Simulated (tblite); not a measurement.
# ClH9O4: the cost of one run

Programs: tblite 0.8.0 and PySCF 2.14.0. All values are calculated, for the isolated system unless a continuum is named. Atoms count from 0, parts from 1.

## 1. The system as given

14 atoms, charge 0, multiplicity 1; geometry: rigid parts in contact. Parts: 1 = atoms 0–1, `Cl`, charge 0; 2 = atoms 2–4, `O`, charge 0; 3 = atoms 5–7, `O`, charge 0; 4 = atoms 8–10, `O`, charge 0; 5 = atoms 11–13, `O`, charge 0.

## 2. Docking the parts with GFN2-xTB

What the job is given:

```
{"job": {"kind": "dock", "xc": "GFN2-xTB", "basis": "xTB"}, "charge": 0, "multiplicity": 1, "parts": [{"atoms": "0-1", "charge": 0, "multiplicity": 1}, {"atoms": "2-4", "charge": 0, "multiplicity": 1}, {"atoms": "5-7", "charge": 0, "multiplicity": 1}, {"atoms": "8-10", "charge": 0, "multiplicity": 1}, {"atoms": "11-13", "charge": 0, "multiplicity": 1}]}
Cl     0.345085    -0.085202     0.279268
H     -0.952280     0.074207     0.208129
O     -2.537101     0.522036     0.267314
H     -2.708291     1.008497    -0.541597
H     -2.659259     1.170486     0.985818
O      3.756426     0.553652     0.281223
H      4.231571     1.303316    -0.083595
H      2.818162     0.768469     0.244972
O      2.989877    -0.890016    -2.155271
H      3.511147    -0.663508    -1.371981
H      2.099230    -1.031275    -1.823293
O     -2.632304     2.646599     2.009092
H     -1.856937     2.689129     2.576780
H     -3.344072     3.128439     2.439049
```

With the program's defaults for keys left out, this is: GFN2-xTB search for minima from random contacts, gas phase.

Command:

```bash
> OMP_NUM_THREADS=1 python cluster_run.py task.json out
```

One launch serves the whole session: the jobs run in the order shown.

Q: Estimate the wall time of this first job on 1 thread of Intel Xeon 6975P-C, shared host.

About 18 s.
